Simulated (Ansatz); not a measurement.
A made-up structure of C2H3Si (charge -1), closed shell:

C1  (1.093, -2.022, 1.067)
C2  (0.555, -1.027, 0.542)
Si3  (-0.209, 0.386, -0.204)
H4  (1.555, -2.965, 1.213)
H5  (0.660, 1.125, -1.186)
H6  (-0.639, 1.452, 0.767)
(Å)

It is relaxed with PBE-D4/def2-SVPD and then PBE0-D4/def2-TZVPD (Ansatz 0.2.0). Atoms count as bonded within 1.22 times the sum of their covalent radii (H–H: 0.88 Å). The end point is not checked to be a true minimum.

Problem. Does its bonding change? (Judge from chemistry; the calculation decides.)

Solution. The calculation gives: No: no bond forms or breaks.

Where it ends: The first stage lowers the energy by 0.59 eV in 8 steps. It ends as C₂H₃Si ([CH][C][SiH2]), total charge -1:
| atom | x (Å) | y (Å) | z (Å) |
| --- | --- | --- | --- |
| C1 | 1.0829 | -1.9823 | 0.9336 |
| C2 | 0.5489 | -0.9944 | 0.4594 |
| Si3 | -0.4484 | 0.3814 | -0.3659 |
| H4 | 1.5554 | -2.8402 | 1.3512 |
| H5 | 0.7502 | 1.0709 | -1.0329 |
| H6 | -0.4749 | 1.3142 | 0.8531 |

Labels in which every atom is bracketed show which atoms are joined, not bond orders.

For scale, one of the runs: PBE0-D4/def2-TZVPD relaxation, 144 basis functions, launched by `ansatz run in.yaml --threads 2 --pin off --events-out ev --progress --plain --max-ram 4352MiB`. Hardware: 2 CPU threads of an Arm Neoverse V2, shared host. Wall time about 12 s.
